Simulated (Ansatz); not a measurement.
```yaml
crystal:
  periodic: [false, false, false]
  atoms:
    - {symbol: F, position_ang: [-1.549298, -0.137887, -0.001768]}
    - {symbol: C, position_ang: [-0.398344, 0.481303, 0.003991]}
    - {symbol: S, position_ang: [1.067163, -0.098586, -0.000448]}
basis:
  gaussian: {orbitals: def2-TZVP}
magnetization: {spin_polarized: true, initial_magnetization: 1}
hamiltonian: {xc: pbe0}
relax: {f_tol: 0.004, max_steps: 80}
```

```sh
$ ansatz run in.yaml --threads 1 --pin off --events-out ev --progress --plain --max-ram 2176MiB
```

Steps of the relaxation (energy above the last step; positions in Å, forces in eV/Å):

```
3
step 1, 6.2 meV
F    -1.549   -0.138   -0.002    0.291    0.326    0.003
C    -0.398    0.481    0.004   -0.155   -0.512   -0.004
S     1.067   -0.099    0.000   -0.137    0.187    0.002
```

```
3
step 2, 2.3 meV
F    -1.549   -0.134   -0.002    0.147    0.191    0.002
C    -0.399    0.475    0.004   -0.080   -0.306   -0.003
S     1.068   -0.096    0.000   -0.068    0.115    0.001
```

```
3
step 3, 0.0 meV
F    -1.552   -0.128   -0.002    0.006    0.003    0.000
C    -0.399    0.464    0.004    0.003   -0.007    0.000
S     1.071   -0.091    0.000   -0.009    0.004    0.000
```

```
3
step 4, 0.0 meV
F    -1.552   -0.128   -0.002   -0.002    0.000    0.000
C    -0.399    0.464    0.004    0.000    0.001    0.000
S     1.071   -0.091    0.000    0.002    0.000    0.000
```

Close pairs at the end: F1–C2 1.296 Å, C2–S3 1.571 Å.

A stationary point of unrestricted PBE0 after 4 steps, with ⟨S²⟩ = 0.760 against 0.75 for a pure state; no frequencies were run, so it isn't proven a minimum. 14 s on 1 thread of Arm Neoverse V2, shared host.
